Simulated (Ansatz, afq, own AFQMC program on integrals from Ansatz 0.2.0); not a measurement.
Two steps: Ansatz 0.2.0 writes the Fock matrix and Cholesky factors of the valence space, and afq projects on them the lowest state that overlaps trial and start.

```yaml
crystal:
  periodic: [false, false, false]
  atoms:
    - {symbol: Al, position_ang: [0.000000, 0.000000, 0.000000]}
    - {symbol: Al, position_ang: [0.000000, 0.000000, 3.031047]}
basis:
  gaussian: {orbitals: cc-pVTZ}
magnetization: {spin_polarized: false}
correlation: {method: ccsd_t, electrons: outside_noble_gas, hamiltonian_folder: ham}
```

```sh
$ ansatz run in.yaml --threads 1 --pin off --events-out ev --progress --plain --max-ram 1843MiB
```

afq runs on the folder ham with

```
--method phaseless --trial cisd --walkers 60 --populations 1 --least-time 40 --time-step 0.005 --steps-per-block 50 --equilibration-blocks 28 --max-blocks 300 --target-error 0.00029 --factor-cut 1e-05 --seed 1653 --release-times 0.24,0.51,0.99,1.62,2.4 --release-step 0.03 --release-every 4 --taylor-order 6
```

Times are imaginary, in 1/Eh. The walk had a cap of 1346 s.

Log:

```
orbitals 58  electrons 3 3  factors 404 of 443
reference energy -483.76363376 Eh
CCSD correlation -0.13240981 Eh in 13 cycles, weight of the determinant in the CISD state 0.8289
energy of the start -483.896044 Eh
 block  time / (1/Eh)  mean weight  energy / Eh
     1     0.250  0.9996  -483.894685
     2     0.500  0.9996  -483.894572
     3     0.750  0.9999  -483.894539
     4     1.000  1.0000  -483.895254
     5     1.250  1.0004  -483.895940
     8     2.000  1.0000  -483.896680
    17     4.250  1.0006  -483.901533
    41    10.250  0.9989  -483.905224
    65    16.250  1.0024  -483.907587
    89    22.250  1.0001  -483.899024
   113    28.250  0.9987  -483.901084
   137    34.250  1.0010  -483.899552
   161    40.250  1.0008  -483.906928
   185    46.250  1.0003  -483.908380
   209    52.250  1.0013  -483.901044
   233    58.250  1.0003  -483.906123
   257    64.250  1.0004  -483.909287
   281    70.250  1.0001  -483.904583
   305    76.250  0.9985  -483.894047
   321    80.250  0.9942  -483.901421
blocks merged  error / Eh  count
     1  0.000202  300
     2  0.000259  150
     4  0.000310  75
     8  0.000389  37
    16  0.000473  18
    32  0.000535  9
released: time / (1/Eh)  energy / Eh  error  mean overlap
  0.24  -483.901181  0.000520  1.0100
  0.51  -483.901211  0.000445  1.0155
  0.99  -483.901734  0.000589  1.0134
  1.62  -483.902641  0.000737  0.9857
  2.40  -483.903594  0.000596  0.9716
energy -483.901525 +/- 0.000473 Eh
(rows thinned)
```

The run passed its tests (sampling time, drift between the halves within three errors, error under three times the target), which doesn't prove that it has relaxed.

Against this walk (error 12.9 meV) on the same determinant: CCSD(T) 7.4 meV higher (within the noise), CCSDT(Q) 45.5 meV lower. The error is statistical and leaves out the bias of the constraint. The released energies are still falling (meV from the phaseless value at times in 1/Eh: 9 ± 14 at 0.24, 9 ± 12 at 0.51, -6 ± 16 at 0.99, -30 ± 20 at 1.62, -56 ± 16 at 2.40), so they give no level. CCSDT(Q) is the surest value here, so the walk's 45 meV above it is most likely the bias of the constraint with this trial, which can have either sign.

Cautions: constraint bias not in the error; error above the target (12.9 against 7.9 meV); higher spins were not checked; restricted determinant unstable towards unrestricted (UHF 634 meV lower, ⟨S²⟩ 1.15); CCSDT(Q) on the UHF determinant differs (119 meV lower), perhaps since the unrestricted series falls towards higher spin.

The walk took 6.8 min on 1 thread of Arm Neoverse V1 (shared host). The log's last line is the phaseless energy.

CCSDT and higher add their correlation energy to the determinant of the CCSD(T) run, since their own runs factorise the integrals more tightly (a shift of under 2 meV). A walk keeps the symmetry of its determinant, which the program's search chose and which needn't be the lowest solution, so a lower state of the same spin and another symmetry isn't excluded.
